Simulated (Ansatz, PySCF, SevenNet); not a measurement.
## Ladder of methods for the bulk modulus B0 of rock-salt MgS

Reference value: 81 GPa (measured, corrected for zero-point motion; as tabulated in Goldzak et al. (2022), arXiv:2208.04865).

Q: What do SevenNet-l3i5, LDA, PBE, PBEsol, r²SCAN, B3LYP (VWN-RPA form), r²SCAN0, r²SCANh, Hartree–Fock, MP2, CCSD, CCSD(T) give, and how far is each from the reference?

A: 
| level (code) | value (GPa) | cell (Å³/atom) | error (%) |
|---|---|---|---|
| SevenNet-l3i5 | 72.7 | 17.86 | -10.2 |
| LDA (Ansatz) | 83.2 | 16.87 | +2.7 |
| PBE (Ansatz) | 74.0 | 17.88 | -8.6 |
| PBEsol (Ansatz) | 78.1 | 17.39 | -3.6 |
| r²SCAN (Ansatz) | 79.8 | 17.61 | -1.5 |
| B3LYP (VWN-RPA form) (Ansatz) | 74.7 | 18.03 | -7.8 |
| r²SCAN0 (Ansatz) | 82.8 | 17.43 | +2.2 |
| r²SCANh (Ansatz) | 81.0 | 17.54 | 0.0 |
| Hartree–Fock (Ansatz) | 77.0 | 18.45 | -4.9 |
| MP2 (PySCF) | 85.5 ± 3 | 17.36 | +5.6 |
| CCSD (PySCF) | 82.4 ± 3 | 17.55 | +1.7 |
| CCSD(T) (PySCF) | 82.3 ± 3 | 17.56 | +1.6 |

Once the reference is moved by up to 5.0 % (a margin picked here for doubts on the reference and the settings) and values within 1.7 % count as equal, the nearest can be r²SCANh (0.0 %), r²SCAN (-1.5 %), CCSD(T) (+1.6 %), CCSD (+1.7 %), r²SCAN0 (+2.2 %), LDA (+2.7 %), PBEsol (-3.6 %), Hartree–Fock (-4.9 %) or MP2 (+5.6 %).

A ± on a computed value is a rough bar: the spread of its extrapolation, a floor set from checks against published values, or a statistical error. Each level is taken at its own relaxed cell. Cutoffs and k meshes differ between the levels. Ansatz's density-functional and Hartree–Fock values are scalar-relativistic unless marked +SOC, with PAW data made under PBE.

Machine-learned potentials (SevenNet-l3i5) are trained on DFT data: a solid inside that data is no test of them.

Differences are worked out from the printed values.

Ansatz is a quantum-chemistry and plane-wave program.
